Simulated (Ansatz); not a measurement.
Relaxation of C$_{3}$H$_{4}$FNO (10 atoms, charge 0, multiplicity 1), to a largest force component of 0.015 eV/Å in at most 40 steps.

These are results of RKS B3LYP-D4/cc-pVDZ (Ansatz), not measurements.

```xyz
10
Properties=species:S:1:pos:R:3:forces:R:3
N -1.162 -0.848 0.729 -0.31 2.15 -1.08
C -0.101 -0.144 0.072 -0.82 -3.42 1.10
O 0.860 -1.078 -0.356 -0.28 0.04 0.35
C 0.303 1.173 0.560 -3.84 -0.64 -1.71
C -0.360 1.092 -0.646 2.69 1.52 2.11
F 0.297 1.595 -1.699 -0.80 0.42 -1.99
H -0.831 -1.297 1.538 0.70 -0.84 1.45
H -1.513 -1.519 0.092 -0.58 -1.22 -0.74
H 1.425 -0.699 -1.032 0.40 0.44 -0.39
H 1.166 1.675 0.744 2.83 1.55 0.91
```

Question: Where does it end, and by what steps?

Answer: The run converged. After 12 steps the energy has fallen by 1.429 eV; F6 moved furthest, 0.76 Å.

```
step  energy less start (eV)  largest force component (eV/Å)  accepted
   0                  0.0000                           3.839       yes
   1                 -0.6228                           2.475       yes
   2                 -0.9462                           2.053       yes
   3                 -1.1087                           1.931       yes
   4                 -1.2696                           1.040       yes
   5                 -1.3957                           0.454       yes
   6                 -1.4165                           0.433       yes
   7                 -1.4182                           0.370       yes
   8                 -1.4281                           0.103       yes
   9                 -1.4290                           0.046       yes
  10                 -1.4293                           0.041       yes
  11                 -1.4294                           0.020       yes
  12                 -1.4295                           0.007       yes
```

```xyz
10
Properties=species:S:1:pos:R:3
N -1.159 -0.724 0.672
C -0.004 -0.198 0.007
O 0.866 -1.252 -0.363
C 0.569 1.173 0.402
C -0.054 1.066 -0.739
F -0.442 1.691 -1.845
H -0.833 -1.293 1.460
H -1.609 -1.394 0.041
H 1.646 -0.863 -0.788
H 1.104 1.744 1.155
```

The run took 40 s on 2 threads of Arm Neoverse V1, with other jobs on the host, peak memory 0.22 GiB.
